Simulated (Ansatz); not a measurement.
# BH5S (SMILES [BH3-][SH2+]) at 6 levels

Wanted: a comparison of 6 runs (HF/STO-3G, SVWN5/STO-3G, UB3LYP/STO-3G, r2SCAN/STO-3G, UMP2/STO-3G, CCSDT/STO-3G) of BH5S. 

Program for the calculation: Ansatz 0.2.0.

50 further runs of the same task are left out: 1 that didn't finish, 49 set aside as unsound or not needed.

### Step 1. The molecule

BH5S has 7 atoms, charge 0, and is taken as a singlet. SMILES: `[BH3-][SH2+]`. The H4–B1 distance was set to 3.006 Å, away from the relaxed value. At this shape a bond of the SMILES string is far longer than usual.

Bond lengths: B1–S2 1.975 Å, B1–H3 1.207 Å, B1–H5 1.207 Å, S2–H6 1.346 Å, S2–H7 1.346 Å. Angles: B1–S2–H6 103.7°, B1–S2–H7 103.7°, S2–B1–H3 100.3°, S2–B1–H5 100.3°, H6–S2–H7 92.5°, H3–B1–H5 113.7°.

### Step 2. A single-point energy at HF/STO-3G (run 1)

Contents of input.yaml:

```yaml
crystal:
  periodic: [false, false, false]
  atoms:
    - {symbol: B, position_ang: [-0.797404, 1.017674, -1.500316]}
    - {symbol: S, position_ang: [0.296796, 2.456774, -0.705116]}
    - {symbol: H, position_ang: [-1.895004, 1.515574, -1.427516]}
    - {symbol: H, position_ang: [-0.344400, -1.447600, 0.159700]}
    - {symbol: H, position_ang: [-0.347204, 0.997074, -2.620516]}
    - {symbol: H, position_ang: [0.014196, 2.382974, 0.608884]}
    - {symbol: H, position_ang: [1.503596, 1.884674, -0.537116]}
basis:
  gaussian:
    orbitals: STO-3G
hamiltonian:
  xc: hf
accuracy: high
```

The run is started by

```sh
$ ansatz run input.yaml --threads 1 --pin off --max-ram 2610MiB --events-out events.jsonl --progress --plain --runs-dir runs
```

The log of the run:

```text
Warning: RAYON_NUM_THREADS=1 ignored (pool sized by the plan → 1); use --threads N
Functional definition: HF
  name "HF"
  exchange = exact_x
  correlation = 0
332 factors; integrals over basis functions are off by at most 1.3e-8 eV
mean field evaluation 1: about -11426.4762 eV, gradient 1.5e1 eV
mean field evaluation 2: about -11426.5076 eV, gradient 1.5e1 eV
mean field evaluation 4: about -11430.2254 eV, gradient 4.3e0 eV
mean field evaluation 8: about -11430.3273 eV, gradient 4.1e-2 eV
mean field evaluation 16: about -11427.1074 eV, gradient 5.9e0 eV
mean field -11430.32734756 eV, -420.0567822688 hartree, gradient 1.9e-8 eV, S^2 0.000000; 0 other end points of the search recorded, 0 dependent functions left out
reference -11430.32734756 eV, -420.0567822688 hartree; 13, 13 occupied and 6, 6 virtual orbitals, 332 factors
Total energy: -11430.32734756 eV, -420.0567822688 hartree
```

Run time: 0.1 s. Hardware: 1 thread of Arm Neoverse V1, shared host.

### Step 3. A single-point energy at SVWN5/STO-3G (run 2)

Contents of job.yaml:

```yaml
crystal:
  periodic: [false, false, false]
  atoms:
    - {symbol: B, position_ang: [-0.797404, 1.017674, -1.500316]}
    - {symbol: S, position_ang: [0.296796, 2.456774, -0.705116]}
    - {symbol: H, position_ang: [-1.895004, 1.515574, -1.427516]}
    - {symbol: H, position_ang: [-0.344400, -1.447600, 0.159700]}
    - {symbol: H, position_ang: [-0.347204, 0.997074, -2.620516]}
    - {symbol: H, position_ang: [0.014196, 2.382974, 0.608884]}
    - {symbol: H, position_ang: [1.503596, 1.884674, -0.537116]}
basis:
  gaussian:
    orbitals: STO-3G
hamiltonian:
  xc: {name: SVWN5}
accuracy: high
```

The run is started by

```sh
$ ansatz run job.yaml --threads 1 --pin off --max-ram 2610MiB --events-out events.jsonl --progress --plain --runs-dir runs
```

The log of the run:

```text
Warning: RAYON_NUM_THREADS=1 ignored (pool sized by the plan → 1); use --threads N
Functional definition: SVWN5
  name "SVWN5"
  exchange = slater_x
  correlation = vwn5_c
332 factors; integrals over basis functions are off by at most 1.3e-8 eV
mean field evaluation 1: about -11402.7531 eV, gradient 2.3e1 eV
mean field evaluation 2: about -11391.5154 eV, gradient 3.1e1 eV
mean field evaluation 4: about -11407.3658 eV, gradient 1.8e1 eV
mean field evaluation 8: about -11407.4883 eV, gradient 1.7e1 eV
mean field evaluation 16: about -11409.0099 eV, gradient 8.5e-8 eV
mean field -11409.00990501 eV, -419.2733807046 hartree, gradient 8.5e-8 eV, S^2 0.000000; 0 other end points of the search recorded, 0 dependent functions left out
reference -11409.00990712 eV, -419.2733807819 hartree; 13, 13 occupied and 6, 6 virtual orbitals, 332 factors
Total energy: -11409.00990712 eV, -419.2733807819 hartree
```

Wall time 0.87 s (1 thread of Arm Neoverse V1, shared host); peak memory 0.093 GiB.

Runs 3 to 5 aren't shown in full; the table further down has their settings and results.

### Step 4. The energy at CCSDT/STO-3G (run 6)

Contents of molecule.yaml:

```yaml
basis:
  gaussian: {orbitals: STO-3G}
crystal:
  periodic: [false, false, false]
  atoms:
    - {symbol: B, position_ang: [-0.797404, 1.017674, -1.500316]}
    - {symbol: S, position_ang: [0.296796, 2.456774, -0.705116]}
    - {symbol: H, position_ang: [-1.895004, 1.515574, -1.427516]}
    - {symbol: H, position_ang: [-0.344400, -1.447600, 0.159700]}
    - {symbol: H, position_ang: [-0.347204, 0.997074, -2.620516]}
    - {symbol: H, position_ang: [0.014196, 2.382974, 0.608884]}
    - {symbol: H, position_ang: [1.503596, 1.884674, -0.537116]}
correlation: {method: ccsdt, frozen_orbitals: {B: 1, H: 0, S: 5}}
accuracy: high
scf: {omitted_lower_state_checks: [cluster_reference, increment]}
```

The run is started by

```sh
$ ansatz run molecule.yaml --threads 1 --pin off --max-ram 2610MiB --events-out events.jsonl --progress --plain --runs-dir runs
```

The log of the run:

```text
Warning: RAYON_NUM_THREADS=1 ignored (pool sized by the plan → 1); use --threads N
[... 12 lines left out ...]
6 core orbitals not correlated: weight in the atoms' cores, before any rotation towards them, 1.000 or more for the frozen orbitals, at most 0.000 for the correlated occupied ones
[... 31 lines left out ...]
WARN: these amplitudes may be one of several solutions (largest doubles amplitude 0.80, level shift 10.36 eV)
Total energy: -11437.45870701 eV, -420.3188548948 hartree
Checks for a lower state left out: cluster_reference, increment
```

Run time: 0.36 s. Hardware: 1 thread of Arm Neoverse V1, shared host.

### Step 5. Overview of the runs

```tsv
run	level	frozen core orbitals	energy (Eh)	wall time
1	HF/STO-3G	–	-420.056782	0.1 s
2	SVWN5/STO-3G	–	-419.273381	0.87 s
3	UB3LYP/STO-3G	–	-421.076920	5.1 s
4	r2SCAN/STO-3G	–	-420.984492	3 s
5	UMP2/STO-3G	6	-420.285640	0.18 s
6	CCSDT/STO-3G	6	-420.318855	0.36 s
```

### Step 6. Summary of results

```
                                          quantity          value
                               run 6: total energy  -420.31885 Eh
run 6: correlation energy (6 core orbitals frozen)     -262.1 mEh
                              run 6: T1 diagnostic          0.068
```

What this shows: Below the HF energy at the same shape and in the same basis (STO-3G): UMP2 -228.9 mEh; CCSDT -262.1 mEh. Some of these start from another determinant than that one, so these aren't their correlation energies. Totals of different functionals can't be ranked against each other. In run 6 the log says that unrestricted orbitals would lower the reference, so the values rest on an unstable closed-shell determinant (other closed-shell runs at this shape may share the fault). In runs 1, 2, 3, 4, 5, 6 the basis is minimal, so the values are rough. Spin contamination of the reference: run 5 ⟨S²⟩ = 0.99, run 3 ⟨S²⟩ = 0.89. Where it is this large, the reference is a mixture of spin states, and values that rest on it are in doubt. All runs together took 9.6 s, the longest 5.1 s.
